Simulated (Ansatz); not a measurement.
The input, for Ansatz 0.2.0:

```yaml
crystal:
  periodic: [false, false, false]
  atoms:
    - {symbol: P, position_ang: [0.000102, -0.000057, -0.042132]}
    - {symbol: H, position_ang: [1.731833, 0.018553, 0.435723]}
    - {symbol: H, position_ang: [-0.883033, 1.492318, 0.427413]}
    - {symbol: H, position_ang: [-0.851923, -1.509113, 0.431563]}
basis:
  gaussian: {orbitals: 6-31G}
total_charge: 1
magnetization: {spin_polarized: false, initial_magnetization: 1}
correlation: {method: ccsd_t, electrons: outside_noble_gas}
accuracy: high
scf: {lower_state_search: off}
```

```sh
$ ansatz run in.yaml --threads 1 --pin off --events-out ev --progress --plain --max-ram 2393MiB
```

The program prints:

```
these checks for a lower state are left out or cut short: stability, starts, cluster_reference, orbital_swaps, neighbouring_geometries, increment
402 factors; integrals over basis functions are off by at most 3.7e-9 eV
mean field evaluation 1: about -9305.0392 eV, gradient 7.2e0 eV
mean field evaluation 2: about -9305.0388 eV, gradient 7.2e0 eV
mean field evaluation 4: about -9305.3562 eV, gradient 5.6e-1 eV
mean field evaluation 8: about -9305.3589 eV, gradient 2.0e-7 eV
mean field -9305.35892507 eV, -341.9656330976 hartree, gradient 2.3e-8 eV, S^2 0.750000; 0 other end points of the search recorded, 0 dependent functions left out
5 core orbitals not correlated: weight in the atoms' cores, before any rotation towards them, 1.000 or more for the frozen orbitals, at most 0.000 for the correlated occupied ones
reference -9305.35892507 eV, -341.9656330976 hartree; 4, 3 occupied and 10, 11 virtual orbitals, 402 factors
second order -1.87818998 eV of doubles, -0.01133391 eV of singles
cycle   1  -2.38326286 eV  change   -4.9e-1 eV  update   7.7e-2
cycle   2  -2.72771693 eV  change   -3.4e-1 eV  update   3.7e-2
cycle   3  -2.74319176 eV  change   -1.5e-2 eV  update   7.5e-3
cycle   4  -2.74959887 eV  change   -6.4e-3 eV  update   3.8e-3
cycle   5  -2.75041206 eV  change   -8.1e-4 eV  update   1.8e-3
cycle   6  -2.75021532 eV  change    2.0e-4 eV  update   8.8e-4
cycle   7  -2.75116379 eV  change   -9.5e-4 eV  update   3.6e-4
cycle   8  -2.75086810 eV  change    3.0e-4 eV  update   1.1e-4
cycle   9  -2.75088290 eV  change   -1.5e-5 eV  update   3.8e-5
cycle  10  -2.75089210 eV  change   -9.2e-6 eV  update   1.6e-5
cycle  11  -2.75089497 eV  change   -2.9e-6 eV  update   6.8e-6
cycle  12  -2.75088834 eV  change    6.6e-6 eV  update   2.4e-6
cycle  13  -2.75088898 eV  change   -6.5e-7 eV  update   8.6e-7
cycle  14  -2.75088907 eV  change   -8.7e-8 eV  update   2.5e-7
cycle  15  -2.75088907 eV  change   -3.7e-9 eV  update   8.0e-8
cycle  16  -2.75088898 eV  change    9.9e-8 eV  update   3.9e-8
cycle  17  -2.75088902 eV  change   -4.3e-8 eV  update   2.9e-8
cycle  18  -2.75088809 eV  change    9.3e-7 eV  update   1.7e-7
cycle  19  -2.75088760 eV  change    5.0e-7 eV  update   7.3e-8
cycle  20  -2.75088753 eV  change    6.3e-8 eV  update   1.9e-8
cycle  21  -2.75088753 eV  change    3.3e-9 eV  update   7.7e-9
cycle  22  -2.75088753 eV  change   -2.1e-9 eV  update   3.1e-9
cycle  23  -2.75088753 eV  change   -1.2e-9 eV  update   1.6e-9
cycle  24  -2.75088753 eV  change  -6.8e-10 eV  update  9.1e-10
cycle  25  -2.75088753 eV  change  -5.0e-11 eV  update  4.1e-10
perturbative correction -0.04998217 eV, -0.0018368108 hartree
Total energy: -9308.15979478 eV, -342.0685631607 hartree
Checks for a lower state left out: stability, starts, cluster_reference, orbital_swaps, neighbouring_geometries, increment
```

Ran on 1 thread of Arm Neoverse V1, shared host: 0.39 s wall, 0.14 GiB peak host memory.
